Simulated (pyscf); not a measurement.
Structures and frequencies: ωB97X-D3(BJ)/def2-SVP in PySCF.

Question: Estimate the classical barrier height and the reaction energy of cyclic H₅FO₃Si₃ (SMILES F[SiH]1O[SiH2]O[SiH2]O1) + •H₂C–F -> cyclic H₅O₃Si₃ (SMILES O1[SiH]O[SiH2]O[SiH2]1) [doublet] + F–CH₂–F at ωB97M-D3(BJ)/def2-TZVP. The step runs on the doublet surface, breaks F–Si and forms C–F; take the separated reactants as zero.

Answer: ΔE‡ = 67.3 kcal/mol, ΔE = +42.7 kcal/mol. Zero-point energy shifts the barrier by +1.2 kcal/mol. It is an atom transfer, with an imaginary mode of 1138i cm⁻¹. On the reactant side the descent ends in a complex (not fully relaxed), 4.3 kcal/mol under the separated species and 73.2 kcal/mol under the saddle at ωB97X-D3(BJ)/def2-TZVP. One saddle was located; it need not be the lowest between these sides. The angle at the transferred F is 154°.
